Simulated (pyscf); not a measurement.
Structures and frequencies: ωB97X-D3(BJ)/def2-SVPD in PySCF.

Problem. For the elementary gas-phase step H₃C–O⁻ + acetylene (HC≡CH) → formaldehyde (H₂C=O) + hydrogen (H₂) + C⁻≡CH (singlet surface; C–H, C–H broken, H–H formed), what barrier and reaction energy does ωB97M-D3(BJ)/def2-TZVPD give, measured from the separated reactants?

Solution. ΔE‡ = 82.1 kJ/mol, ΔE = +98.1 kJ/mol. Zero-point energy shifts the barrier by -13.9 kJ/mol. It is a concerted fragmentation, with an imaginary mode of 850i cm⁻¹. On the reactant side the descent ends in a complex, 28.7 kJ/mol under the separated species and 116.8 kJ/mol under the saddle at ωB97X-D3(BJ)/def2-TZVPD. On the product side the descent ends in a bound adduct, 67.0 kJ/mol under the separated species and 51.6 kJ/mol under the saddle at ωB97X-D3(BJ)/def2-TZVPD. At ωB97M-D3(BJ) the saddle lies under the separated products, which points to a path from their complex (located at ωB97X-D3(BJ) alone), and parting the products costs more than the saddle. This is the saddle that the search found; another between the same sides may lie lower.
